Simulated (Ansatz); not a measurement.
The end point of a relaxation of Si. Computed with r2SCAN (plane waves to 500 eV, PAW, scalar-relativistic; Ansatz, a program for electronic structure).

```
CELL_PARAMETERS angstrom
      0.00000     2.72212     2.72212
      2.72212     0.00000     2.72212
      2.72212     2.72212     0.00000
ATOMIC_POSITIONS crystal
  Si 0.50000 0.50000 0.50000
  Si 0.75000 0.75000 0.75000
```

Determine the symmetry and give the standard cell with its independent sites.

Space group Fd-3m, origin choice 1 (No. 227); a = 5.4442 Å, b = 5.4442 Å, c = 5.4442 Å, α = 90.00°, β = 90.00°, γ = 90.00°

| atom | site | symmetry | x | y | z |
|---|---|---|---|---|---|
| Si | 8a | -43m | 0.0000 | 0.0000 | 0.0000 |

This is the diamond type.

Give the shortest distances between elements (the closest pairs, up to four, under 3.6 Å).

Si–Si 2.36 Å.

The volume per atom is 20.17 Å³ and the band gap is 0.78 eV, indirect (valence top at Γ, conduction bottom at 87 % of the way from Γ to X) (no spin-orbit coupling). The smallest direct gap comes out as 2.74 eV at Γ.

No spin polarisation in the result.

Measured for Si: a 5.421 Å (static lattice; corrected from measurement; as listed in Daniel Mejia-Rodriguez, S. B. Trickey, Phys. Rev. B (2018)); gap 1.23 eV (static lattice; corrected from measurement; as listed in Wei Chen et al., Physical Review Materials (2018)). Computed minus measured — a: r2SCAN +0.4 %; gap: r2SCAN -0.45 eV. The computed values are for a static lattice, and a measured gap can be an optical one, lowered by exciton binding.

It was reached from a disturbed copy of a P6₃/mmc (No. 194) cell, against which it lies -0.67 eV/atom.
